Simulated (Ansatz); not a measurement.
Active spaces for C2H3O, doublet

Calculated in Ansatz's Gaussian-basis code. Basis aug-cc-pVDZ, nonrelativistic, no frozen core. State-specific CASSCF; RHF is the lowest restricted (open-shell) Hartree–Fock solution met. Solutions may break the symmetry of the shape. The lowest solution met needn't be the lowest there is, nor hold the orbitals that a chemist would pick.

Geometry:

```xyz
6

C     0.0000   -0.1725   -1.1696
C     0.0000    0.4085    0.1321
O     0.0000   -0.2652    1.1721
H     0.0000    0.4437   -2.0639
H     0.0000   -1.2534   -1.2700
H     0.0000    1.5153    0.1821
```

Task: What do CASSCF and its corrections give against RHF in CAS(3,3), and what are the occupations?

Result: CASSCF -1.027 eV, SC-NEVPT2 -12.621 eV; occupations 1.91, 1.00, 0.08.

Task: Roughly how much CPU time does a whole run from the default start take (median of such runs, summed over threads; nearly all runs on one pinned thread of a shared server, mostly Xeon at 2.3 to 2.6 GHz, by a development driver)?

Result: CAS(3,3): about 4.2 s. Other jobs ran beside these, and the count of passes differs.
